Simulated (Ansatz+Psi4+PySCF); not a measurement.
# doublet CHO₂: levels of theory in one basis

```xyz
4

C     0.0214   -0.0162    0.0135
O     1.0348    0.0204    0.6819
O    -1.0534   -0.0239    0.6897
H    -0.0127   -0.0131   -1.0762
```

Basis set: cc-pVTZ (spherical functions). Correlated methods keep 3 orbitals frozen. Correlation on ROHF uses semicanonical orbitals with singles. Charge 0, multiplicity 2.

Computed with Ansatz (development build ahead of 0.2.0); each method stands on the lowest determinant of its kind that the runs found.

```json
{"method": "ROHF", "E − E(ROHF) (eV)": "0.00", "<S²> of the determinant": "0.75"}
{"method": "UHF", "E − E(ROHF) (eV)": "-0.15", "<S²> of the determinant": "0.76"}
{"method": "ROHF-MP2", "E − E(ROHF) (eV)": "-15.69", "<S²> of the determinant": "–"}
{"method": "UHF-MP2", "E − E(ROHF) (eV)": "-15.69", "<S²> of the determinant": "0.76"}
{"method": "ROHF-CCSD", "E − E(ROHF) (eV)": "-16.18", "<S²> of the determinant": "–"}
{"method": "UHF-CCSD", "E − E(ROHF) (eV)": "-16.18", "<S²> of the determinant": "0.76"}
{"method": "ROHF-CCSD(T)", "E − E(ROHF) (eV)": "-16.91", "<S²> of the determinant": "–"}
{"method": "UHF-CCSD(T)", "E − E(ROHF) (eV)": "-16.91", "<S²> of the determinant": "0.76"}
```

Caution for ROHF-MP2, UHF-MP2, ROHF-CCSD, UHF-CCSD, ROHF-CCSD(T), UHF-CCSD(T): large amplitudes, a single reference is doubtful.
